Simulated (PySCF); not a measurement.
Orbital picture of ClF⁻

PBE0 at R = 2.243 Å; PySCF, no relativity, basis sets Cl aug-cc-pV(D+d)Z, F aug-cc-pVDZ. State: ²Σ⁺ (doublet), unpaired electrons σ ↑. Only the outer orbitals are listed, counted within each symmetry.

```json
{"spin": "α", "orbital": "5σ", "occ.": "1", "ε (eV)": "-24.43", "on Cl (%)": "1", "main shells (%)": "99 F s"}
{"spin": "α", "orbital": "6σ", "occ.": "1", "ε (eV)": "-15.76", "on Cl (%)": "99", "main shells (%)": "99 Cl s"}
{"spin": "α", "orbital": "7σ", "occ.": "1", "ε (eV)": "-5.84", "on Cl (%)": "26", "main shells (%)": "74 F p, 26 Cl p"}
{"spin": "α", "orbital": "2π", "occ.": "1", "ε (eV)": "-3.99", "on Cl (%)": "11", "main shells (%)": "88 F p, 11 Cl p"}
{"spin": "α", "orbital": "2π", "occ.": "1", "ε (eV)": "-3.99", "on Cl (%)": "11", "main shells (%)": "88 F p, 11 Cl p"}
{"spin": "α", "orbital": "3π", "occ.": "1", "ε (eV)": "-2.49", "on Cl (%)": "89", "main shells (%)": "89 Cl p, 11 F p"}
{"spin": "α", "orbital": "3π", "occ.": "1", "ε (eV)": "-2.49", "on Cl (%)": "89", "main shells (%)": "89 Cl p, 11 F p"}
{"spin": "α", "orbital": "8σ", "occ.": "1", "ε (eV)": "-2.06", "on Cl (%)": "77", "main shells (%)": "76 Cl p, 24 F p"}
{"spin": "α", "orbital": "9σ", "occ.": "0", "ε (eV)": "6.17", "on Cl (%)": "103", "main shells (%)": "102 Cl p"}
{"spin": "α", "orbital": "4π", "occ.": "0", "ε (eV)": "6.72", "on Cl (%)": "105", "main shells (%)": "105 Cl p"}
{"spin": "α", "orbital": "4π", "occ.": "0", "ε (eV)": "6.72", "on Cl (%)": "105", "main shells (%)": "105 Cl p"}
{"spin": "β", "orbital": "5σ", "occ.": "1", "ε (eV)": "-23.19", "on Cl (%)": "1", "main shells (%)": "99 F s"}
{"spin": "β", "orbital": "6σ", "occ.": "1", "ε (eV)": "-14.89", "on Cl (%)": "99", "main shells (%)": "99 Cl s"}
{"spin": "β", "orbital": "2π", "occ.": "1", "ε (eV)": "-3.58", "on Cl (%)": "14", "main shells (%)": "86 F p, 14 Cl p"}
{"spin": "β", "orbital": "2π", "occ.": "1", "ε (eV)": "-3.58", "on Cl (%)": "14", "main shells (%)": "86 F p, 14 Cl p"}
{"spin": "β", "orbital": "7σ", "occ.": "1", "ε (eV)": "-3.26", "on Cl (%)": "45", "main shells (%)": "55 F p, 44 Cl p"}
{"spin": "β", "orbital": "3π", "occ.": "1", "ε (eV)": "-2.18", "on Cl (%)": "86", "main shells (%)": "86 Cl p, 14 F p"}
{"spin": "β", "orbital": "3π", "occ.": "1", "ε (eV)": "-2.18", "on Cl (%)": "86", "main shells (%)": "86 Cl p, 14 F p"}
{"spin": "β", "orbital": "8σ", "occ.": "0", "ε (eV)": "2.05", "on Cl (%)": "61", "main shells (%)": "60 Cl p, 42 F p"}
{"spin": "β", "orbital": "9σ", "occ.": "0", "ε (eV)": "6.51", "on Cl (%)": "99", "main shells (%)": "94 Cl p"}
{"spin": "β", "orbital": "4π", "occ.": "0", "ε (eV)": "6.75", "on Cl (%)": "105", "main shells (%)": "105 Cl p"}
```

Question: Which are the highest filled and the lowest empty level, where do they sit, and how wide is the gap?

Answer: Highest filled α 8σ at -2.06 eV (in %: 76 Cl p, 24 F p); lowest empty β 8σ at 2.05 eV (in %: 60 Cl p, 42 F p); the gap at PBE0 is 4.11 eV. An empty level above zero is unbound, and its energy depends on the basis.

* bond order (Mayer): 0.41
* ⟨S²⟩: 0.755
* charge on Cl (Mulliken, basis-dependent): -0.49
* charge on Cl (Löwdin, basis-dependent): -0.44
* dipole moment (positive dipole points towards F; it is taken about the centre of mass and depends on that origin): -1.10 D
* polarisability along the bond: 61.0 bohr³
* polarisability across the bond: 23.0 bohr³

Shares are Mulliken populations and can fall outside 0 to 100 %.

The state is the lowest determinant that a PBE0 search found; another state may lie lower at other levels.
